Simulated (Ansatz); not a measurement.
`CN(C)C=S`, charge 0, multiplicity 1.

Question: Give a relaxed structure at PBE0-D4/def2-TZVP (the Gaussian-basis code of Ansatz). (Best estimate.)

Answer: Ansatz gave: 
Z-matrix (Å, degrees):
```
C
N 1 1.441
H 1 1.094 2 110.2
H 1 1.089 2 108.5 3 -120.1
H 1 1.094 2 110.1 3 119.7
C 2 1.441 1 116.2 3 -61.6
C 2 1.335 1 122.4 3 117.9
H 6 1.089 2 109.8 1 179.9
H 6 1.095 2 110.6 1 -60.0
H 6 1.095 2 110.6 1 59.8
S 7 1.639 2 128.4 1 0.1
H 7 1.092 2 111.7 1 -180.0
```
Point group Cs.
This is one stationary point; other conformers may exist.
